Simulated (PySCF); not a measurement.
One molecule, a ladder of functionals, a line

Molecule: SMILES F[C@H]1CCS1, C₃H₅FS.

Atom-mapped SMILES (the numbers label the heavy atoms): `[F:1][C@H:2]1[CH2:3][CH2:4][S:5]1`. Hydrogens are named by the atom that carries them. Ha(C3), Ha(C4) are cis to F1 on the ring; Hb(C3), Hb(C4) are trans to F1 on the ring.

GIAO shieldings (ppm, equivalent atoms averaged) in PySCF 2.14 on the PBE0-D3(BJ)/def2-SVP geometry, basis pcSseg-2, gas phase, non-relativistic:

```csv
functional,exact exchange (%),σ(F1),σ(C2),σ(C3)
BLYP,0,296.8,69.5,131.0
BP86,0,301.1,75.7,136.5
PBE,0,298.6,75.6,136.9
PBE0,25,321.9,85.6,143.4
mPW1PW91,25,323.3,84.9,142.7
BHandHLYP,50,338.3,88.9,144.0
HF,100,367.5,105.4,154.6
```

**Question.** Fit each shielding as a line in the percentage of exact exchange.

**Answer.** σ(F1) = 301.2 + 0.69 x (rms 3.3 ppm); σ(C2) = 74.7 + 0.31 x (rms 2.6 ppm); σ(C3) = 135.8 + 0.19 x (rms 2.4 ppm). The functionals also differ in their semilocal parts, which the line can't hold; Hartree–Fock has no correlation at all.

**Question.** What does the line predict for B3LYP (20 %), and what does the run give?

**Answer.** σ(F1): 315.0 predicted, 316.0 computed; σ(C2): 80.9 predicted, 78.0 computed; σ(C3): 139.6 predicted, 136.9 computed ppm.
